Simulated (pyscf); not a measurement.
Single points on ωB97X-D3(BJ)/def2-SVP structures (PySCF, gas phase). Singlets are restricted, triplets unrestricted.

Singlet (Å):
```xyz
9

C      0.0607     1.2736     0.6307
C     -0.6378     0.3819    -0.2402
C      0.0621    -0.5957    -0.8809
C     -2.1346     0.2363    -0.1321
O     -2.7698    -0.5363    -0.8041
H      1.0833     1.4436     0.2254
H      1.1444    -0.5155    -1.0260
H     -0.4374    -1.5227    -1.1888
H     -2.6101     0.9059     0.6235
```

Triplet (Å):
```xyz
9

C      0.2425     0.0692    -2.3151
C     -0.2586     0.0148    -1.0279
C     -0.0468    -1.0151    -0.1241
C     -1.1099     1.1760    -0.5659
O     -1.3786     2.1371    -1.2361
H      0.1638     0.7971    -3.1247
H     -0.4864    -0.9700     0.8767
H      0.5569    -1.8869    -0.3855
H     -1.4853     1.0709     0.4845
```

### Question
For these two minima of `[CH][C](=[CH2])[CH]=[O]`, which spin state lies lower at ωB97X-D3(BJ)/def2-TZVP, and by how much (electronic energies)?

### Answer
The triplet, by 0.40 eV. Zero-point energy shifts E(triplet) − E(singlet) by -0.02 eV. The 7 functionals that were run give -0.79 (r²SCAN) to -0.33 eV (ωB97M-D3(BJ)). :HC–C(=CH₂)–CH=O [triplet] lies 3.59 eV over its isomer cyclic C₄H₄O (SMILES c1ccoc1), and others may lie lower still (electronic energy, ωB97M-D3(BJ)). 

E(triplet) − E(singlet) by level (eV):

```
level                     gap
----------------------  -----
ωB97X-D3(BJ)/def2-TZVP  -0.40
PBE/def2-TZVP           -0.46
r²SCAN/def2-TZVP        -0.79
B3LYP-D3(BJ)/def2-TZVP  -0.43
PBE0-D3(BJ)/def2-TZVP   -0.65
M06-2X/def2-TZVP        -0.51
ωB97M-D3(BJ)/def2-TZVP  -0.33
HF/def2-TZVP            -1.48
```

The triplet is the lowest one reached from the SCF start used. A restricted singlet here is unstable towards spin polarisation, as is usual where a triplet lies low; its energy is less safe.
